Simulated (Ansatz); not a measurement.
# Molecular dynamics of BFH4

Input:

```yaml
crystal:
  periodic: [false, false, false]
  atoms:
    - { symbol: B, position_ang: [0.010461, -0.223372, 0.020354] }
    - { symbol: F, position_ang: [0.014829, 0.047862, 1.635015] }
    - { symbol: H, position_ang: [1.056071, 0.12317, -0.455668] }
    - { symbol: H, position_ang: [-1.05895, 0.066162, -0.440334] }
    - { symbol: H, position_ang: [0.047466, -1.517458, 0.275733] }
    - { symbol: H, position_ang: [0.041524, -1.022263, 1.229099] }
basis:
  gaussian: { orbitals: def2-SVP }
hamiltonian:
  xc: b3lyp
md:
  timestep: 0.5
  n_steps: 200
  ensemble: nve
  temperature: 100.0
  initial_velocities: maxwell_boltzmann
  seed: 5135
```

Launched with:

```bash
$ ansatz run input.yaml --threads 1 --pin off --max-ram 2048MiB --backend cpu --events-out ev --progress --plain --runs-dir out
```

It starts at the highest image of a converged band, a first-order saddle point between two minima.

Output, in part (one step line in 3, the closing report, with atoms numbered from 0):

```
md step     0: t =     0.00 fs  T =   100.0 K  F+E_penalty+E_count = -3454.31143361 eV  E_kin = 0.051704 eV  conserved = -3454.25972961 eV  (19 SCF iters)
md step     3: t =     1.50 fs  T =    85.0 K  F+E_penalty+E_count = -3454.30364282 eV  E_kin = 0.043962 eV  conserved = -3454.25968041 eV  (21 SCF iters)
md step     6: t =     3.00 fs  T =    52.2 K  F+E_penalty+E_count = -3454.28657373 eV  E_kin = 0.026982 eV  conserved = -3454.25959179 eV  (20 SCF iters)
md step     9: t =     4.50 fs  T =    24.4 K  F+E_penalty+E_count = -3454.27212266 eV  E_kin = 0.012595 eV  conserved = -3454.25952733 eV  (20 SCF iters)
md step    12: t =     6.00 fs  T =    18.9 K  F+E_penalty+E_count = -3454.26930045 eV  E_kin = 0.009790 eV  conserved = -3454.25951028 eV  (21 SCF iters)
md step    15: t =     7.50 fs  T =    40.9 K  F+E_penalty+E_count = -3454.28068685 eV  E_kin = 0.021151 eV  conserved = -3454.25953549 eV  (22 SCF iters)
md step    18: t =     9.00 fs  T =    83.9 K  F+E_penalty+E_count = -3454.30295548 eV  E_kin = 0.043357 eV  conserved = -3454.25959878 eV  (21 SCF iters)
md step    21: t =    10.50 fs  T =   132.3 K  F+E_penalty+E_count = -3454.32809574 eV  E_kin = 0.068412 eV  conserved = -3454.25968329 eV  (22 SCF iters)
md step    24: t =    12.00 fs  T =   168.8 K  F+E_penalty+E_count = -3454.34700870 eV  E_kin = 0.087293 eV  conserved = -3454.25971602 eV  (22 SCF iters)
md step    27: t =    13.50 fs  T =   193.5 K  F+E_penalty+E_count = -3454.35963493 eV  E_kin = 0.100028 eV  conserved = -3454.25960708 eV  (22 SCF iters)
md step    30: t =    15.00 fs  T =   238.8 K  F+E_penalty+E_count = -3454.38294185 eV  E_kin = 0.123446 eV  conserved = -3454.25949572 eV  (22 SCF iters)
md step    33: t =    16.50 fs  T =   328.4 K  F+E_penalty+E_count = -3454.42945442 eV  E_kin = 0.169802 eV  conserved = -3454.25965226 eV  (22 SCF iters)
md step    36: t =    18.00 fs  T =   426.7 K  F+E_penalty+E_count = -3454.48038964 eV  E_kin = 0.220621 eV  conserved = -3454.25976877 eV  (22 SCF iters)
md step    39: t =    19.50 fs  T =   508.1 K  F+E_penalty+E_count = -3454.52232870 eV  E_kin = 0.262691 eV  conserved = -3454.25963787 eV  (22 SCF iters)
md step    42: t =    21.00 fs  T =   599.2 K  F+E_penalty+E_count = -3454.56949225 eV  E_kin = 0.309831 eV  conserved = -3454.25966155 eV  (22 SCF iters)
md step    45: t =    22.50 fs  T =   694.7 K  F+E_penalty+E_count = -3454.61898642 eV  E_kin = 0.359192 eV  conserved = -3454.25979434 eV  (21 SCF iters)
md step    48: t =    24.00 fs  T =   766.4 K  F+E_penalty+E_count = -3454.65594407 eV  E_kin = 0.396246 eV  conserved = -3454.25969810 eV  (21 SCF iters)
md step    51: t =    25.50 fs  T =   815.4 K  F+E_penalty+E_count = -3454.68157805 eV  E_kin = 0.421588 eV  conserved = -3454.25999029 eV  (22 SCF iters)
md step    54: t =    27.00 fs  T =   792.5 K  F+E_penalty+E_count = -3454.66966089 eV  E_kin = 0.409769 eV  conserved = -3454.25989142 eV  (22 SCF iters)
md step    57: t =    28.50 fs  T =   734.1 K  F+E_penalty+E_count = -3454.63906793 eV  E_kin = 0.379549 eV  conserved = -3454.25951893 eV  (21 SCF iters)
md step    60: t =    30.00 fs  T =   722.8 K  F+E_penalty+E_count = -3454.63348956 eV  E_kin = 0.373722 eV  conserved = -3454.25976802 eV  (22 SCF iters)
md step    63: t =    31.50 fs  T =   706.3 K  F+E_penalty+E_count = -3454.62502513 eV  E_kin = 0.365188 eV  conserved = -3454.25983669 eV  (22 SCF iters)
md step    66: t =    33.00 fs  T =   659.0 K  F+E_penalty+E_count = -3454.60031493 eV  E_kin = 0.340747 eV  conserved = -3454.25956793 eV  (21 SCF iters)
md step    69: t =    34.50 fs  T =   626.2 K  F+E_penalty+E_count = -3454.58347642 eV  E_kin = 0.323792 eV  conserved = -3454.25968432 eV  (21 SCF iters)
md step    72: t =    36.00 fs  T =   603.3 K  F+E_penalty+E_count = -3454.57147961 eV  E_kin = 0.311939 eV  conserved = -3454.25954021 eV  (22 SCF iters)
md step    75: t =    37.50 fs  T =   616.8 K  F+E_penalty+E_count = -3454.57858724 eV  E_kin = 0.318894 eV  conserved = -3454.25969356 eV  (22 SCF iters)
md step    78: t =    39.00 fs  T =   627.7 K  F+E_penalty+E_count = -3454.58453675 eV  E_kin = 0.324568 eV  conserved = -3454.25996910 eV  (21 SCF iters)
md step    81: t =    40.50 fs  T =   581.2 K  F+E_penalty+E_count = -3454.56008040 eV  E_kin = 0.300511 eV  conserved = -3454.25956982 eV  (22 SCF iters)
md step    84: t =    42.00 fs  T =   548.8 K  F+E_penalty+E_count = -3454.54340280 eV  E_kin = 0.283766 eV  conserved = -3454.25963640 eV  (22 SCF iters)
md step    87: t =    43.50 fs  T =   525.0 K  F+E_penalty+E_count = -3454.53127635 eV  E_kin = 0.271471 eV  conserved = -3454.25980584 eV  (22 SCF iters)
md step    90: t =    45.00 fs  T =   477.1 K  F+E_penalty+E_count = -3454.50627725 eV  E_kin = 0.246698 eV  conserved = -3454.25957889 eV  (22 SCF iters)
md step    93: t =    46.50 fs  T =   447.0 K  F+E_penalty+E_count = -3454.49074901 eV  E_kin = 0.231092 eV  conserved = -3454.25965683 eV  (22 SCF iters)
md step    96: t =    48.00 fs  T =   426.2 K  F+E_penalty+E_count = -3454.47993127 eV  E_kin = 0.220343 eV  conserved = -3454.25958838 eV  (22 SCF iters)
md step    99: t =    49.50 fs  T =   431.8 K  F+E_penalty+E_count = -3454.48275893 eV  E_kin = 0.223240 eV  conserved = -3454.25951919 eV  (20 SCF iters)
md step   102: t =    51.00 fs  T =   466.0 K  F+E_penalty+E_count = -3454.50083856 eV  E_kin = 0.240933 eV  conserved = -3454.25990574 eV  (22 SCF iters)
md step   105: t =    52.50 fs  T =   457.0 K  F+E_penalty+E_count = -3454.49595242 eV  E_kin = 0.236299 eV  conserved = -3454.25965381 eV  (22 SCF iters)
md step   108: t =    54.00 fs  T =   449.9 K  F+E_penalty+E_count = -3454.49217636 eV  E_kin = 0.232607 eV  conserved = -3454.25956924 eV  (19 SCF iters)
md step   111: t =    55.50 fs  T =   462.1 K  F+E_penalty+E_count = -3454.49879058 eV  E_kin = 0.238920 eV  conserved = -3454.25987056 eV  (22 SCF iters)
md step   114: t =    57.00 fs  T =   439.2 K  F+E_penalty+E_count = -3454.48674064 eV  E_kin = 0.227071 eV  conserved = -3454.25966928 eV  (20 SCF iters)
md step   117: t =    58.50 fs  T =   410.8 K  F+E_penalty+E_count = -3454.47213581 eV  E_kin = 0.212404 eV  conserved = -3454.25973197 eV  (20 SCF iters)
md step   120: t =    60.00 fs  T =   375.5 K  F+E_penalty+E_count = -3454.45374343 eV  E_kin = 0.194125 eV  conserved = -3454.25961843 eV  (22 SCF iters)
md step   123: t =    61.50 fs  T =   358.3 K  F+E_penalty+E_count = -3454.44469067 eV  E_kin = 0.185233 eV  conserved = -3454.25945774 eV  (20 SCF iters)
md step   126: t =    63.00 fs  T =   386.6 K  F+E_penalty+E_count = -3454.45971109 eV  E_kin = 0.199902 eV  conserved = -3454.25980922 eV  (22 SCF iters)
md step   129: t =    64.50 fs  T =   391.7 K  F+E_penalty+E_count = -3454.46221604 eV  E_kin = 0.202500 eV  conserved = -3454.25971578 eV  (23 SCF iters)
md step   132: t =    66.00 fs  T =   391.8 K  F+E_penalty+E_count = -3454.46209451 eV  E_kin = 0.202568 eV  conserved = -3454.25952660 eV  (20 SCF iters)
md step   135: t =    67.50 fs  T =   421.0 K  F+E_penalty+E_count = -3454.47752455 eV  E_kin = 0.217696 eV  conserved = -3454.25982846 eV  (22 SCF iters)
md step   138: t =    69.00 fs  T =   423.4 K  F+E_penalty+E_count = -3454.47864635 eV  E_kin = 0.218933 eV  conserved = -3454.25971319 eV  (21 SCF iters)
md step   141: t =    70.50 fs  T =   411.2 K  F+E_penalty+E_count = -3454.47232941 eV  E_kin = 0.212597 eV  conserved = -3454.25973267 eV  (22 SCF iters)
md step   144: t =    72.00 fs  T =   381.5 K  F+E_penalty+E_count = -3454.45698430 eV  E_kin = 0.197228 eV  conserved = -3454.25975582 eV  (23 SCF iters)
md step   147: t =    73.50 fs  T =   341.1 K  F+E_penalty+E_count = -3454.43579009 eV  E_kin = 0.176341 eV  conserved = -3454.25944898 eV  (21 SCF iters)
md step   150: t =    75.00 fs  T =   343.4 K  F+E_penalty+E_count = -3454.43729302 eV  E_kin = 0.177537 eV  conserved = -3454.25975652 eV  (22 SCF iters)
md step   153: t =    76.50 fs  T =   335.6 K  F+E_penalty+E_count = -3454.43320996 eV  E_kin = 0.173509 eV  conserved = -3454.25970107 eV  (23 SCF iters)
md step   156: t =    78.00 fs  T =   324.5 K  F+E_penalty+E_count = -3454.42728656 eV  E_kin = 0.167802 eV  conserved = -3454.25948408 eV  (20 SCF iters)
md step   159: t =    79.50 fs  T =   352.7 K  F+E_penalty+E_count = -3454.44210236 eV  E_kin = 0.182365 eV  conserved = -3454.25973759 eV  (23 SCF iters)
md step   162: t =    81.00 fs  T =   372.8 K  F+E_penalty+E_count = -3454.45245709 eV  E_kin = 0.192754 eV  conserved = -3454.25970333 eV  (22 SCF iters)
md step   165: t =    82.50 fs  T =   383.1 K  F+E_penalty+E_count = -3454.45783120 eV  E_kin = 0.198092 eV  conserved = -3454.25973902 eV  (22 SCF iters)
md step   168: t =    84.00 fs  T =   374.1 K  F+E_penalty+E_count = -3454.45324275 eV  E_kin = 0.193413 eV  conserved = -3454.25983007 eV  (22 SCF iters)
md step   171: t =    85.50 fs  T =   335.3 K  F+E_penalty+E_count = -3454.43290819 eV  E_kin = 0.173380 eV  conserved = -3454.25952775 eV  (22 SCF iters)
md step   174: t =    87.00 fs  T =   325.3 K  F+E_penalty+E_count = -3454.42788136 eV  E_kin = 0.168186 eV  conserved = -3454.25969507 eV  (21 SCF iters)
md step   177: t =    88.50 fs  T =   312.4 K  F+E_penalty+E_count = -3454.42134225 eV  E_kin = 0.161548 eV  conserved = -3454.25979465 eV  (22 SCF iters)
md step   180: t =    90.00 fs  T =   281.2 K  F+E_penalty+E_count = -3454.40488491 eV  E_kin = 0.145414 eV  conserved = -3454.25947083 eV  (22 SCF iters)
md step   183: t =    91.50 fs  T =   288.5 K  F+E_penalty+E_count = -3454.40886873 eV  E_kin = 0.149170 eV  conserved = -3454.25969855 eV  (22 SCF iters)
md step   186: t =    93.00 fs  T =   300.6 K  F+E_penalty+E_count = -3454.41505773 eV  E_kin = 0.155404 eV  conserved = -3454.25965375 eV  (22 SCF iters)
md step   189: t =    94.50 fs  T =   319.0 K  F+E_penalty+E_count = -3454.42460036 eV  E_kin = 0.164959 eV  conserved = -3454.25964167 eV  (22 SCF iters)
md step   192: t =    96.00 fs  T =   341.8 K  F+E_penalty+E_count = -3454.43657114 eV  E_kin = 0.176731 eV  conserved = -3454.25983990 eV  (22 SCF iters)
md step   195: t =    97.50 fs  T =   332.5 K  F+E_penalty+E_count = -3454.43152844 eV  E_kin = 0.171927 eV  conserved = -3454.25960150 eV  (22 SCF iters)
md step   198: t =    99.00 fs  T =   330.7 K  F+E_penalty+E_count = -3454.43072909 eV  E_kin = 0.171008 eV  conserved = -3454.25972076 eV  (21 SCF iters)
md step   200: t =   100.00 fs  T =   326.4 K  F+E_penalty+E_count = -3454.42865809 eV  E_kin = 0.168775 eV  conserved = -3454.25988292 eV  (20 SCF iters)
Total energy: -3454.42886688 eV, -126.9479193620 hartree
Atom 0 at     0.007233    -0.390518    -0.974007 Å, force     0.140942    -0.498932    -0.020645 eV/Å
Atom 1 at     0.020131     0.119531     2.244530 Å, force     0.000456     0.004024    -0.114216 eV/Å
Atom 2 at     1.061845     0.180278    -1.168965 Å, force    -0.327005     0.050064     0.099713 eV/Å
Atom 3 at    -1.077812     0.121427    -1.127710 Å, force     0.215358     0.100756     0.074940 eV/Å
Atom 4 at     0.050555    -1.583041    -0.710063 Å, force    -0.029703     0.357012     0.013789 eV/Å
Atom 5 at    -0.013791    -0.627346     2.791389 Å, force    -0.000048    -0.012924    -0.053581 eV/Å
Dipole moment:    -0.015647    -0.281434     0.298554 e Å
```

All steps were run. The conserved energy stayed within 0.054 meV per atom of its start (net change -0.025 meV per atom), so the integration is sound. The kinetic energy rose, since the run started high on the potential surface and went downhill. It ends in pieces (BH3 + FH), so much of that is their flight and rotation, not heat. A run of 0.1 ps of so small a system gives no equilibrium averages. The orbitals stay closed-shell, which can raise the energy where a bond breaks towards radicals; this wasn't checked here.

Between its relaxed ends the band would form B1–H5, F2–H6 and break B1–F2, H5–H6. These pairs go: B1–H5 1.32 → 1.22 Å, F2–H6 1.14 → 0.93 Å, B1–F2 1.64 → 3.26 Å, H5–H6 1.07 → 3.63 Å. In the last frame they stand as after the step (other bonds may differ from the relaxed reactants and products). It ends as BH3 + FH. Pairs count as bonded within 1.25 times the sum of covalent radii (0.12 Å more for H–H).

Last frame:

```xyz
6
Properties=species:S:1:pos:R:3
B 0.007 -0.391 -0.974
F 0.020 0.119 2.244
H 1.062 0.180 -1.169
H -1.078 0.121 -1.128
H 0.051 -1.583 -0.710
H -0.014 -0.627 2.791
```

Time of the run: 110 s on 1 thread of Intel(R) Xeon(R) 6975P-C (Granite Rapids) (shared host), peak memory 0.095 GiB.
